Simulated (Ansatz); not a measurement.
Coupled-cluster run, sulfur hexafluoride.

```yaml
crystal:
  periodic: [false, false, false]
  atoms:
    - {symbol: F, position_ang: [-0.566043, -1.308394, 0.646139]}
    - {symbol: S, position_ang: [-0.000000, 0.000004, -0.000000]}
    - {symbol: F, position_ang: [1.164639, 0.012533, 1.045590]}
    - {symbol: F, position_ang: [-1.164597, -0.012545, -1.045637]}
    - {symbol: F, position_ang: [0.565994, 1.308430, -0.646119]}
    - {symbol: F, position_ang: [-0.879255, 0.858880, 0.969041]}
    - {symbol: F, position_ang: [0.879262, -0.858899, -0.969014]}
basis:
  gaussian: {orbitals: def2-SVP}
correlation: {method: ccsd_t}
```

```sh
$ ansatz run in.yaml --threads 4 --pin off --events-out ev --progress --plain --max-ram 10444MiB
```

Output of Ansatz, abridged:

```
Functional definition: HF
938 factors; integrals over basis functions are off by at most 9.9e-4 eV
mean field evaluation 1: about -27022.6252 eV, gradient 7.0e1 eV
mean field evaluation 2: about -27022.8015 eV, gradient 7.0e1 eV
mean field evaluation 4: about -27031.0985 eV, gradient 3.3e0 eV
mean field evaluation 8: about -27031.1360 eV, gradient 1.5e-1 eV
mean field -27031.13613877 eV, -993.3759307377 hartree, gradient 2.0e-6 eV, S^2 0.000000; 0 other end points of the search recorded, 0 dependent functions left out
11 core orbitals not correlated: weight in the atoms' cores, before any rotation towards them, 1.000 or more for the frozen orbitals, at most 0.000 for the correlated occupied ones
reference -27031.13613877 eV, -993.3759307377 hartree; 24, 24 occupied and 67, 67 virtual orbitals, 938 factors
second order -34.90343753 eV of doubles, -0.00000000 eV of singles
cycle   1  -34.32035180 eV  change    5.8e-1 eV  update   1.1e-1
cycle   2  -34.94986051 eV  change   -6.3e-1 eV  update   3.0e-2
cycle   3  -35.10222844 eV  change   -1.5e-1 eV  update   1.3e-2
cycle   4  -35.09240760 eV  change    9.8e-3 eV  update   2.2e-3
cycle   5  -35.09117176 eV  change    1.2e-3 eV  update   1.0e-3
cycle   6  -35.09195466 eV  change   -7.8e-4 eV  update   2.6e-4
cycle   7  -35.09170349 eV  change    2.5e-4 eV  update   8.0e-5
cycle   8  -35.09160180 eV  change    1.0e-4 eV  update   1.8e-5
cycle   9  -35.09159496 eV  change    6.8e-6 eV  update   4.0e-6
perturbative correction -0.65082370 eV, -0.0239173298 hartree
Total energy: -27066.87855743 eV, -994.6894403964 hartree
```

It took 5.5 s on 4 threads of an Intel Xeon on a shared host, with 0.42 GiB of host memory at the peak.

MP2 recovers 97.7 % of the CCSD(T) correlation energy and the triples give 1.8 %; T1 = 0.0097.
